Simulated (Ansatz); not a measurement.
Cartesian coordinates in Å:
```
C 0.0488 -1.3349 -0.3181
C -0.2187 0.1329 -0.1491
C 0.6519 0.9101 0.7956
C -1.1837 0.7180 -0.8065
S -2.3345 1.4152 -1.5913
H -0.0465 -1.8511 0.6429
H -0.6401 -1.7962 -1.0250
H 1.0705 -1.4954 -0.6778
H 0.5826 0.4931 1.8057
H 0.3699 1.9616 0.8386
H 1.6999 0.8468 0.4849
```

The species carries charge 0 and has multiplicity 1.

Q: List the B3LYP/def2-TZVPP orbital energies in eV (the Gaussian-basis code of Ansatz). (Estimate.)

A: Ansatz gave: Occupied: -2418.08, -278.59, -277.33, -277.14, -277.14, -216.06, -160.59, -160.57, -160.41, -22.96, -21.21, -19.35, -17.90, -13.46, -12.29, -12.13, -12.01, -10.99, -10.58, -10.33, -9.31, -8.52, -5.75. Lowest empty: -2.04, 0.43, 0.78, 2.03, 2.12, 2.65, 2.76, 3.12.

B3LYP here is the variant with VWN-RPA as its local correlation; programs differ in this.
